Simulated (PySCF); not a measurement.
Species: C4H3NO.
SMILES with atom numbers: `[N:1]#[C:2][CH2:3][CH:4]=[C:5]=[O:6]` (hydrogens: H7, H8 on C3; H9 on C4)

Torsions of this conformer, `[N:1]#[C:2][CH2:3][CH:4]=[C:5]=[O:6]`: C2–C3–C4–C5 -109°.

The closed-shell ground state was solved at several levels (PySCF, density fitting, gas phase, non-relativistic). Geometry: PBE0-D3(BJ)/def2-SVP, one conformer, isolated molecule.

| level | basis functions | HOMO (eV) | LUMO (eV) | gap (eV) | dipole (D) |
| --- | --- | --- | --- | --- | --- |
| B3LYP/def2-SVPD | 147 | -7.31 | -2.00 | 5.31 | 3.37 |
| B3LYP/pcJ-1 | 192 | -7.26 | -1.93 | 5.33 | 3.33 |
| wB97X-D/pcSseg-2 | 258 | -9.33 | 0.20 | 9.53 | 3.43 |

(1) Estimate the row for PBE0/pcSseg-1, a basis of 117 functions; the other rows only guide the guess.

(2) Over all these levels, which gives the widest orbital gap and which the narrowest?

(3) How far do the dipole and the HOMO energy spread over the levels?

## Answers

(1) HOMO -7.50 eV, LUMO -1.67 eV, gap 5.83 eV, dipole 3.33 D.

(2) wB97X-D/pcSseg-2 (range-separated hybrid) has the widest, 9.53 eV, and B3LYP/def2-SVPD (global hybrid, 20 % exact exchange) the narrowest, 5.31 eV. Functional and basis both differ between the two, so the spread mixes both effects.

(3) The dipole runs from 3.33 to 3.43 D (mean 3.36 D) and the HOMO from -9.33 to -7.26 eV.
